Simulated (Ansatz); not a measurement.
How the LA phonon frequency at L of rock-salt LiH moves with the method

No measured value is used here.

```tsv
level (code)	value (cm⁻¹)	cell (Å³/atom)
LDA (Ansatz)	540	7.46
PBE (Ansatz)	521	8.04
r²SCAN (Ansatz)	…	8.03
```

### Question
Fill in the missing entries.

### Answer

- r²SCAN (Ansatz, a first-principles code), value (cm⁻¹): 533

Each level is taken at its own relaxed cell. Cutoffs differ between the levels. Ansatz's density-functional and Hartree–Fock values are scalar-relativistic unless marked +SOC, with PAW data made under PBE.
